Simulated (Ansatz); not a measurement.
# B2H2O: up Jacob's ladder to CCSD(T)

How much do the methods differ for B2H2O? The plan is to run it at one geometry with functionals of several rungs and with coupled cluster. The yardstick is the atomisation energy at the CCSD(T) limit.

The runs use Ansatz 0.2.0, Gaussian basis; functionals in def2-TZVPP, the program's frozen cores in correlated methods.

Levels to be run: LDA (SPW92), PBE-D4, revPBE-D4, BLYP-D4, r2SCAN-D4, B97M-V, PBE0-D4, B3LYP-D4, r2SCANh-D4, r2SCAN0-D4, HSE06-D4, BHLYP-D4, CAM-B3LYP-D4, LC-ωPBE, ωB97X-V, ωB97M-V, B2PLYP, PBE-QIDH; CCSD(T)/def2-SVP; CCSD(T)/def2-TZVPP; CCSD(T)/def2-QZVPP; extrapolation to the limit; RPA on PBE.

## Step 1: The geometry

All runs share one geometry, relaxed beforehand with PBE0-D4 in a triple-zeta def2 set.

SMILES `B1BO1`, 5 atoms, charge 0, spin multiplicity 1.

Atoms are counted from 1 here; the program's logs count them from 0.

Bond lengths: B1–B2 1.566 Å, B1–O3 1.381 Å, B1–H4 1.184 Å, B2–O3 1.381 Å, B2–H5 1.184 Å. Angles: B2–B1–O3 55.5°, B2–B1–H4 175.6°, O3–B1–H4 128.9°, B1–B2–O3 55.5°, B1–B2–H5 175.6°, O3–B2–H5 128.9°, B1–O3–B2 69.1°.

## Step 2: LDA

This LDA is Slater exchange with PW92 correlation.

in.yaml reads:

```yaml
crystal:
  periodic: [false, false, false]
  atoms:
    - {symbol: B, position_ang: [-0.697827, -0.163941, -0.363553]}
    - {symbol: B, position_ang: [0.633588, 0.463415, 0.170690]}
    - {symbol: O, position_ang: [0.218423, -0.828359, 0.427791]}
    - {symbol: H, position_ang: [-1.721879, -0.559160, -0.808207]}
    - {symbol: H, position_ang: [1.617695, 1.014546, 0.531778]}
basis:
  gaussian: {orbitals: def2-TZVPP}
hamiltonian: {xc: lda}
output: {orbitals: {seedname: orbitals}}
```

Command:

```bash
$ ansatz run in.yaml --threads 2 --pin off --events-out ev --progress --plain --max-ram 4352MiB
```

The runs that follow: PBE-D4 (GGA); revPBE-D4 (GGA); BLYP-D4 (GGA); r2SCAN-D4 (meta-GGA); B97M-V (meta-GGA); B3LYP-D4 (hybrid); r2SCANh-D4 (hybrid); r2SCAN0-D4 (hybrid); HSE06-D4 (hybrid); BHLYP-D4 (hybrid); CAM-B3LYP-D4 (range-separated); LC-ωPBE (range-separated); ωB97X-V (range-separated); ωB97M-V (range-separated); B2PLYP (double hybrid); PBE-QIDH (double hybrid); CCSD(T) in def2-SVP; CCSD(T) in def2-TZVPP; CCSD(T) in def2-QZVPP; RPA on PBE orbitals.

Before running them: what should the planned runs give, taken together? Wanted: atomisation energy, CCSD(T)/CBS; farthest beyond LDA; mean size of error, GGA; mean size of error, meta-GGA; mean size of error, hybrid; mean size of error, range-separated; mean size of error, double hybrid; gap, smallest and largest; T1 diagnostic.

The runs gave:

| quantity | value |
| --- | --- |
| atomisation energy, CCSD(T)/CBS | 1968.5 kJ/mol |
| functionals within 9.8 kJ/mol (0.5 %) | r2SCAN0-D4 |
| farthest beyond LDA | PBE-D4 (+75.6 kJ/mol) |
| mean size of error, GGA | 39.3 kJ/mol |
| mean size of error, meta-GGA | 41.1 kJ/mol |
| mean size of error, hybrid | 26.2 kJ/mol |
| mean size of error, range-separated | 33.1 kJ/mol |
| mean size of error, double hybrid | 12.7 kJ/mol |
| gap, smallest and largest | 3.43 eV (LDA (SPW92)), 11.16 eV (LC-ωPBE) |
| T1 diagnostic | 0.0149 |
| triples share of the correlation energy | 4.0 % |

What this shows: LDA overbinds by 318.3 kJ/mol (16 %). PBE-D4 misses by +75.6 kJ/mol. Double hybrids carry the basis error of their MP2 part in triple zeta, and no dispersion term here, so their miss is partly the set-up's. Taken by rung, double hybrid functionals do best (12.7 kJ/mol on average) and meta-GGA ones worst beyond LDA (41.1 kJ/mol). The reference freezes the cores and leaves out relativity and excitations past (T), so misses under about 9.8 kJ/mol can't be ranked. Hartree-Fock recovers 76 % of the binding; the rest is correlation. CCSD(T) in def2-SVP is off by -77.8 kJ/mol, which most functionals beat. The gap grows from 3.4 to 11.2 eV across the functionals, mostly with the share of exact exchange.
